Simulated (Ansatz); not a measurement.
The first iterations of a band of CH$_{6}$BN (9 atoms, charge 0, multiplicity 1).

These are results of RKS B3LYP-D4/6-31G* (Ansatz), not measurements.

* movable images: 5
* climbing image: yes
* spring: 0.1 eV/Å²
* optimiser: quadratic models (default)
* start path: through a guess of the saddle point
* force threshold: 0.03 eV/Å
* iteration limit: 60
* end points: relaxed

Image 0:

```xyz
9
Properties=species:S:1:pos:R:3
B 0.117 -0.183 0.314
H -0.142 -0.589 1.416
C 1.607 0.080 -0.136
H 2.174 -0.863 -0.139
H 1.702 0.526 -1.135
H 2.125 0.735 0.577
N -0.963 0.039 -0.546
H -1.924 -0.127 -0.283
H -0.859 0.382 -1.492
```

Image 6:

```xyz
9
Properties=species:S:1:pos:R:3
B -1.448 -0.152 0.808
H 1.248 0.068 0.936
C 1.976 0.111 0.120
H 1.952 -0.828 -0.441
H 1.734 0.948 -0.543
H 2.979 0.259 0.531
N -1.517 -0.139 -0.578
H -2.394 -0.192 -1.090
H -0.693 -0.076 -1.169
```

| iteration | highest image above the first end (eV) | largest band force component (eV/Å) |
| --- | --- | --- |
| 1 | 7.249 | 11.710 |
| 2 | 5.304 | 2.991 |
| 3 | 4.520 | 1.878 |
| 4 | 4.173 | 1.178 |
| 5 | 4.027 | 1.130 |
| 6 | 4.572 | 1.369 |
| 7 | 4.599 | 1.020 |
| 8 | 4.538 | 1.070 |
| 9 | 4.475 | 0.707 |

Question: Does the band converge within its limit, and where does its top end?

Answer: The run converged. It ended after 28 iterations with the highest image 4.373 eV above the first end. Beside the main top the profile has a ripple of under 15 meV (maxima at images 3, 5), which may be a very shallow well or noise. Neighbouring images differ by up to 3.7 eV, so the band resolves the path poorly. Another band between the same ends (5 images) ends at a top of the same energy, where a vibrational analysis finds 1 clearly imaginary mode. The orbitals stay closed-shell, which can raise the energy where a bond breaks towards radicals; this wasn't checked here.

Time of the run: 3.7 min on 1 thread of Arm Neoverse V1, on a shared host, peak memory 0.11 GiB.
